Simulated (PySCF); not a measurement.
## Ionisation energy of Al by level of theory

Al [Ne] 3s2 3p1 (2P) → Al⁺ [Ne] 3s2 (1S), as a difference of total energies. All numbers are calculated (PySCF 2.14, the non-relativistic Hamiltonian (point nucleus), in cc-pV(D+d)Z (4s3p2d, 23 functions)). Correlated levels: valence: [Ne] frozen. The calculations carry no spin-orbit coupling.

**Question.** Order these methods by the ionisation energy they give, lowest first.
A. BP86
B. CCSD (valence)
C. UHF
D. SCS-MP2 (valence)

**Answer.** C (5.586 eV), D (5.718 eV), B (5.829 eV), A (6.158 eV).

Errors of the correlated levels include the incompleteness of this basis and the frozen core.

For comparison: 5.977 eV (measured; NIST levels, between the centres of gravity of the two terms).
